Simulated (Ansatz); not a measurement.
Total energies of C$_{2}$H$_{4}$FNS, SMILES `N/C=C(/F)S`.

```xyz
9

N    -0.044   -1.396   -0.446
C    -0.728   -0.288   -0.005
C    -0.196    0.907    0.263
F    -0.983    1.859    0.815
S     1.435    1.373   -0.112
H    -0.568   -2.017   -1.040
H     0.886   -1.204   -0.788
H    -1.783   -0.431    0.204
H     1.982    1.198    1.109
```

Charge 0, multiplicity 1. The geometry is a stationary point of PBE0-D4/def2-TZVP. It is one conformer, not always the lowest. Basis def2-TZVPP, the Gaussian-basis code of Ansatz.

RPA on PBE orbitals: Hartree–Fock energy of these orbitals -629.49553 Eh, correlation -1.51396 Eh (frozen core).

```json
{"functional": "LDA (SPW92)", "energy without D4 (Eh)": "-628.32628", "D4 term (kJ/mol)": "–"}
{"functional": "revPBE", "energy without D4 (Eh)": "-631.34602", "D4 term (kJ/mol)": "-59.2"}
{"functional": "BLYP", "energy without D4 (Eh)": "-631.43077", "D4 term (kJ/mol)": "-40.1"}
{"functional": "r2SCAN", "energy without D4 (Eh)": "-631.34369", "D4 term (kJ/mol)": "-4.3"}
{"functional": "B97M-V", "energy without D4 (Eh)": "-631.34218", "D4 term (kJ/mol)": "–"}
{"functional": "B3LYP", "energy without D4 (Eh)": "-631.50832", "D4 term (kJ/mol)": "-28.8"}
{"functional": "r2SCANh", "energy without D4 (Eh)": "-631.32831", "D4 term (kJ/mol)": "-4.6"}
{"functional": "HSE06 (plane-wave form)", "energy without D4 (Eh)": "-631.08001", "D4 term (kJ/mol)": "-13.8"}
{"functional": "BHLYP", "energy without D4 (Eh)": "-631.36356", "D4 term (kJ/mol)": "-20.7"}
{"functional": "CAM-B3LYP", "energy without D4 (Eh)": "-631.40895", "D4 term (kJ/mol)": "-15.0"}
{"functional": "LC-ωPBE", "energy without D4 (Eh)": "-631.23052", "D4 term (kJ/mol)": "–"}
{"functional": "ωB97M-V", "energy without D4 (Eh)": "-631.38807", "D4 term (kJ/mol)": "–"}
{"functional": "B2PLYP", "energy without D4 (Eh)": "-631.19384", "D4 term (kJ/mol)": "–"}
{"functional": "PBE-QIDH", "energy without D4 (Eh)": "-630.97544", "D4 term (kJ/mol)": "–"}
```

Give the same for PBE, PBE0, r2SCAN0, ωB97X-V. (An estimate is asked.)

Computed: 
```csv
functional,energy without D4 (Eh),D4 term (kJ/mol)
PBE,-631.06161,-17.8
PBE0,-631.09839,-14.9
r2SCAN0,-631.30657,-5.1
ωB97X-V,-631.35129,–
```

B3LYP takes the VWN-RPA correlation (the form of Gaussian; ORCA's B3LYP/G). HSE06 is the plane-wave form, built on full-range PBE exchange. The double hybrids freeze the cores in their second-order part.

LC-ωPBE has ω = 0.4 bohr⁻¹.
